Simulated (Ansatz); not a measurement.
Species: CHO$_{2}$, charge 1, singlet. CHO2+ (SMILES O=C=[OH+]).
B3LYP-D3(BJ)/def2-TZVP minimum from Ansatz (a quantum-chemistry and plane-wave program):
```
C
O 1 1.1219
O 1 1.2188 2 174.41
H 3 0.9894 1 120.75 2 -180.00
```
Charge +1, spin multiplicity 1.

Hartree-Fock and MP2 correlation energies in hartree (Ansatz). UHF or UKS for unpaired electrons; spin-orbit terms are left out. Correlated methods leave the cores frozen. No relativity.

```
basis    X       E(HF)  E(corr, MP2)
-------  -  ----------  ------------
cc-pVTZ  3  -187.92555      -0.59660
cc-pVQZ  4  -187.93978      -0.64009
cc-pV5Z  5  -187.94295      withheld
```

**Question.** Fit E(corr) = E∞ + A/X³ to X = 3 and 4, predict X = 5, and compare with the run.

**Answer.** A = (-0.59660 - (-0.64009))/(1/27 - 1/64) = 2.0311; E∞ = -0.64009 - A/64 = -0.67183; at X = 5, E∞ + A/125 = -0.65558. The run gave -0.65773, 2.15 mEh below the prediction. The same form on X = 4 and 5 gives E∞ = -0.67624, 4.41 mEh below the first estimate.
